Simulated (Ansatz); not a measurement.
# CHSi+ (singlet): wave-function methods side by side, cc-pVTZ

One table from this session's results is given with a row withheld; the runs are named, their logs left out.

Computed with Ansatz 0.2.0, Gaussian basis. Level: cc-pVTZ, core rule «outside noble gas», up to 6 orbitals frozen.

To be run: UHF; CCSD(T) on RHF; CCSD(T) on UHF; BCCD(T) on RHF; CCSDT(Q) on RHF; CCSDT(Q) on UHF.

7 further runs of the same task are left out: 2 for a known fault of the program, 5 set aside as unsound or not needed.

**The geometry**

The geometry is a PBE0/def2-TZVP stationary point (not a proven minimum) of the parent state, kept for this charge and spin.

3 atoms, charge 1, spin multiplicity 1.

Atoms are counted from 1 here; the program's logs count them from 0.

Bond lengths: Si1–C2 1.726 Å, Si1–H3 1.500 Å. Angles: C2–Si1–H3 180.0°.

Set-up of the first run:

in.yaml reads:

```yaml
crystal:
  periodic: [false, false, false]
  atoms:
    - {symbol: Si, position_ang: [0.000000, 0.000000, 0.075579]}
    - {symbol: C, position_ang: [0.000000, 0.000000, -1.650691]}
    - {symbol: H, position_ang: [0.000000, 0.000000, 1.575112]}
basis:
  gaussian: {orbitals: cc-pVTZ}
total_charge: 1
magnetization: {spin_polarized: true, initial_magnetization: 0}
hamiltonian: {xc: hf}
output: {orbitals: {seedname: orbitals}}
```

Launch:

```bash
$ ansatz run in.yaml --threads 1 --pin off --events-out ev --progress --plain --max-ram 4096MiB --backend cpu
```

Steps of the session up to this table: UHF; CCSD(T) on RHF; CCSD(T) on UHF; BCCD(T) on RHF; CCSDT(Q) on RHF; CCSDT(Q) on UHF.

One of the session's tables, all rows but one given; the rest of the session is left out.

| method | from RCCSDT(Q) (kJ/mol) |
| --- | --- |
| RHF | +690.1 |
| UHF | +580.6 |
| RMP2 | +150.5 |
| UMP2 | ? |
| RCCSD | +54.7 |
| UCCSD | +1.4 |
| RCCSD(T) | +17.2 |
| UCCSD(T) | -34.3 |
| BCCD(T) | +17.5 |
| RCCSDT | +9.1 |
| UCCSDT | -55.2 |
| RCCSDT(Q) | 0 |
| UCCSDT(Q) | -67.2 |

**Question.** Estimate the row for UMP2.

The run gave: from RCCSDT(Q) (kJ/mol): +88.6. In the column «from RCCSDT(Q) (kJ/mol)» it lies between RCCSD (+54.7) and RMP2 (+150.5).

The program flags UCCSD(T), UCCSDT(Q) as in doubt (see the logs), so those rows may rest on another solution; read them beside their warnings.

Limits of these values: The determinant is far from a pure spin state, so its energy mixes those of several spin states (harmless only where they are near-degenerate, as at dissociation). The program flags UCCSD(T), UCCSDT(Q) as in doubt, so those rows may rest on another solution; read them beside their warnings. Warnings: restricted reference is unstable; spin contamination; large T1 diagnostic. Restricted and unrestricted rows rest on different reference determinants; where their highest levels disagree by more than a few hundredths of an eV, they describe different states and don't form one ladder.
